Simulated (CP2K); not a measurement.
# C2F3N (cyanotrifluoromethane): SVWN5/cc-pVDZ

Aim: the energy change on altering one bond length of C2F3N (cyanotrifluoromethane) at SVWN5/cc-pVDZ, from 2 runs. 

The calculation is run with CP2K 2026.2.

2 further runs of the same task are left out: 2 that didn't finish.

## 1. The system as given

C2F3N: 6 atoms, total charge 0, spin state singlet. SMILES: `N#CC(F)(F)F`. The shape is that of a PBE0-D4/def2-TZVP optimisation.

Bond lengths: N1–C2 1.146 Å, C2–C3 1.481 Å, C3–F4 1.326 Å, C3–F5 1.326 Å, C3–F6 1.326 Å. Angles: N1–C2–C3 180.0°, C2–C3–F4 110.1°, C2–C3–F5 110.1°, C2–C3–F6 110.1°, F4–C3–F5 108.8°, F4–C3–F6 108.8°, F5–C3–F6 108.8°.

## 2. The energy at SVWN5/cc-pVDZ

File mol.inp:

```
&GLOBAL
  PROJECT_NAME mol
  RUN_TYPE ENERGY
  PRINT_LEVEL MEDIUM
&END

&FORCE_EVAL
  METHOD QS
  &DFT
    BASIS_SET_FILE_NAME ./cc_pvdz.basis
    POTENTIAL_FILE_NAME POTENTIAL
    &QS
      METHOD GAPW
      EPS_DEFAULT 1.0E-10
    &END
    &MGRID
      CUTOFF 280
      REL_CUTOFF 50
      NGRIDS 4
    &END
    &POISSON
      PERIODIC NONE
      POISSON_SOLVER MULTIPOLE
    &END
    &SCF
      SCF_GUESS ATOMIC
      EPS_SCF 1.0E-06
      MAX_SCF 50
      &OT
        MINIMIZER DIIS
        PRECONDITIONER FULL_SINGLE_INVERSE
      &END
      &OUTER_SCF
        EPS_SCF 1.0E-06
        MAX_SCF 8
      &END
    &END
    &XC
      &XC_FUNCTIONAL
        &LDA_X
        &END
        &LDA_C_VWN
        &END
      &END
    &END
    &PRINT
      &MOMENTS
        PERIODIC F
        REFERENCE COM
        MAX_MOMENT 1
      &END
      &MO_CUBES
        NLUMO 3
        NHOMO -1
        WRITE_CUBE F
      &END
      &LOWDIN ON
      &END
      &HIRSHFELD OFF
      &END
    &END
  &END
  &SUBSYS
    &CELL
      ABC 9.3 9.9 9
      PERIODIC NONE
    &END
    &COORD
      N      5.819050     3.480050     5.492500
      C      5.283150     4.374550     5.016800
      C      4.590550     5.530750     4.401800
      F      3.480950     5.129350     3.796700
      F      5.378450     6.112150     3.507500
      F      4.271750     6.419950     5.332600
    &END
    &KIND N
      BASIS_SET cc-pVDZ
      POTENTIAL ALL
      LEBEDEV_GRID 194
      RADIAL_GRID 100
    &END
    &KIND C
      BASIS_SET cc-pVDZ
      POTENTIAL ALL
      LEBEDEV_GRID 194
      RADIAL_GRID 100
    &END
    &KIND F
      BASIS_SET cc-pVDZ
      POTENTIAL ALL
      LEBEDEV_GRID 194
      RADIAL_GRID 100
    &END
  &END
&END
```

Command:

```bash
$ OMP_NUM_THREADS=1 cp2k.psmp mol.inp > mol.out
```

Log:

```text
CP2K| version string:                                       CP2K version 2026.2
[...]
 GLOBAL| Method name                                                        CP2K
[...]
 GLOBAL| Run type                                                         ENERGY
[...]
 DFT| Spin restricted Kohn-Sham (RKS) calculation                            RKS
 DFT| Multiplicity                                                             1
[...]
 DFT| Charge                                                                   0
[...]
 FUNCTIONAL| LDA_X:
[...]
 FUNCTIONAL| LDA_C_VWN:
[...]
 QS| Method:                                                                GAPW
[...]
 QS| Density cutoff [a.u.]:                                                140.0
[...]
 QS| Relative density cutoff [a.u.]:                                        25.0
[...]
                             - Atoms:                                          6
[...]
                             - Spherical basis functions:                     84
[...]
 Number of electrons:                                                         46
[...]
     1 OT DIIS     0.80E-01    0.4     0.50374639      -411.5034445818 -4.12E+02
[...]
    39 OT DIIS     0.80E-01    0.4     0.00000096      -427.4684795486 -9.78E-12
  *** SCF run converged in    39 steps ***
[...]
  Overlap energy of the core charge distribution:               0.00003424158602
  Self energy of the core charge distribution:               -419.71523903568158
  Core Hamiltonian energy:                                    -36.41245217639920
  Hartree energy:                                              63.76347526808622
  Exchange-correlation energy:                                -16.36156389091707
[...]
                     Mulliken Population Analysis
 #  Atom  Element  Kind  Atomic population                           Net charge
       1     N        1          7.022924                             -0.022924
       2     C        2          6.135002                             -0.135002
       3     C        2          5.619957                              0.380043
       4     F        3          9.073954                             -0.073954
       5     F        3          9.074085                             -0.074085
       6     F        3          9.074078                             -0.074078
 # Total charge                             46.000000                  0.000000
[...]
  Dipole moment [Debye]
    X= -0.6682800E+00 Y=  0.1112380E+01 Z= -0.5942664E+00  Total=      1.4272841
[...]
 HOMO - LUMO gap [eV] :    7.609946
 ENERGY| Total FORCE_EVAL ( QS ) energy [hartree]           -427.468479548600101
[...]
```

Wall time 58 s (1 thread of Arm Neoverse V1, shared host); peak memory 0.46 GiB.

## 3. The distorted shape

File job.inp:

```
&GLOBAL
   PROJECT_NAME job
   RUN_TYPE ENERGY
   PRINT_LEVEL MEDIUM
&END GLOBAL
&FORCE_EVAL
   METHOD Quickstep
   &DFT
      BASIS_SET_FILE_NAME ./cc_pvdz.basis
      POTENTIAL_FILE_NAME POTENTIAL
      ! Quickstep
      &QS
         METHOD GAPW
         EPS_DEFAULT 1.0E-10
      &END QS
      &MGRID
         CUTOFF 280
         REL_CUTOFF 50
         NGRIDS 4
      &END MGRID
      &POISSON
         PERIODIC NONE
         POISSON_SOLVER MULTIPOLE
      &END POISSON
      ! self-consistent field
      &SCF
         SCF_GUESS ATOMIC
         EPS_SCF 1.0E-06
         MAX_SCF 30
         &OT
            MINIMIZER DIIS
            PRECONDITIONER FULL_ALL
         &END OT
         &OUTER_SCF
            EPS_SCF 1.0E-06
            MAX_SCF 10
         &END OUTER_SCF
      &END SCF
      ! exchange and correlation
      &XC
         &XC_FUNCTIONAL
            &LDA_X
            &END LDA_X
            &LDA_C_VWN
            &END LDA_C_VWN
         &END XC_FUNCTIONAL
      &END XC
      ! extra output
      &PRINT
         &MOMENTS
            PERIODIC F
            REFERENCE COM
            MAX_MOMENT 1
         &END MOMENTS
         &MO_CUBES
            NLUMO 3
            NHOMO -1
            WRITE_CUBE F
         &END MO_CUBES
         &LOWDIN ON
         &END LOWDIN
         &HIRSHFELD OFF
         &END HIRSHFELD
      &END PRINT
   &END DFT
   &SUBSYS
      ! vacuum box
      &CELL
         ABC 9.5 10.1 9.7
         PERIODIC NONE
      &END CELL
      &COORD
         N      5.824193     3.501392     6.200217
         C      5.288293     4.395892     5.724517
         C      4.595693     5.552092     5.109517
         F      3.486093     5.150692     4.504417
         F      6.013907     6.598608     3.499783
         F      4.276893     6.441292     6.040317
      &END COORD
      &KIND N
         BASIS_SET cc-pVDZ
         POTENTIAL ALL
         LEBEDEV_GRID 194
         RADIAL_GRID 100
      &END KIND
      &KIND C
         BASIS_SET cc-pVDZ
         POTENTIAL ALL
         LEBEDEV_GRID 194
         RADIAL_GRID 100
      &END KIND
      &KIND F
         BASIS_SET cc-pVDZ
         POTENTIAL ALL
         LEBEDEV_GRID 194
         RADIAL_GRID 100
      &END KIND
   &END SUBSYS
&END FORCE_EVAL
```

Command:

```bash
$ OMP_NUM_THREADS=1 cp2k.psmp -i job.inp > job.out 2>&1
```

Log, shortened:

```text
CP2K| version string:                                       CP2K version 2026.2
[...]
 GLOBAL| Method name                                                        CP2K
[...]
 GLOBAL| Run type                                                         ENERGY
[...]
 DFT| Spin restricted Kohn-Sham (RKS) calculation                            RKS
 DFT| Multiplicity                                                             1
[...]
 DFT| Charge                                                                   0
[...]
 FUNCTIONAL| LDA_X:
[...]
 FUNCTIONAL| LDA_C_VWN:
[...]
 QS| Method:                                                                GAPW
[...]
 QS| Density cutoff [a.u.]:                                                140.0
[...]
 QS| Relative density cutoff [a.u.]:                                        25.0
[...]
                             - Atoms:                                          6
[...]
                             - Spherical basis functions:                     84
[...]
 Number of electrons:                                                         46
[...]
     1 OT DIIS     0.15E+00    0.4     0.28806394      -411.5866531023 -4.12E+02
[...]
    10 OT DIIS     0.15E+00    0.5     0.00000081      -427.3005600623 -6.60E-10
  *** SCF run converged in    10 steps ***
[...]
  Overlap energy of the core charge distribution:               0.00003421695724
  Self energy of the core charge distribution:               -419.71523903568158
  Core Hamiltonian energy:                                    -37.05916681080107
  Hartree energy:                                              64.37794198881166
  Exchange-correlation energy:                                -16.18824549277522
[...]
                     Mulliken Population Analysis
 #  Atom  Element  Kind  Atomic population                           Net charge
       1     N        1          6.996118                              0.003882
       2     C        2          6.010714                             -0.010714
       3     C        2          5.693336                              0.306664
       4     F        3          9.010058                             -0.010058
       5     F        3          9.279566                             -0.279566
[...]
  Dipole moment [Debye]
    X= -0.2475486E+01 Y= -0.5504320E+00 Z=  0.1735727E+01  Total=      3.0730691
[...]
 HOMO - LUMO gap [eV] :    0.798985
 ENERGY| Total FORCE_EVAL ( QS ) energy [hartree]           -427.300560062344175
[...]
```

Run time: 20 s. Hardware: 1 thread of Arm Neoverse V1, shared host; peak memory 0.5 GiB.

## 4. Results

At SVWN5/cc-pVDZ:

```
                                                         quantity          value
                                        first shape: total energy  -427.46848 Eh
                                       first shape: dipole moment         1.43 D
                                         first shape: HOMO energy       -9.40 eV
                                         first shape: LUMO energy       -1.79 eV
                                       first shape: HOMO–LUMO gap        7.61 eV
                                    distorted shape: total energy  -427.30056 Eh
                                   distorted shape: dipole moment         3.07 D
                                     distorted shape: HOMO energy       -7.15 eV
                                     distorted shape: LUMO energy       -6.35 eV
                                   distorted shape: HOMO–LUMO gap        0.80 eV
energy change with the C3–F5 bond stretched from 1.326 to 2.387 Å       4.569 eV
```

One bond (distorted shape) is far stretched, which a spin-restricted single reference describes badly; a broken-symmetry solution may lie lower. With the C3–F5 bond stretched from 1.326 to 2.387 Å the energy rises by 4.57 eV (105 kcal/mol). The first shape isn't relaxed at this level, so the change isn't measured from a minimum. A restricted reference can't describe the breaking bond well at this length.
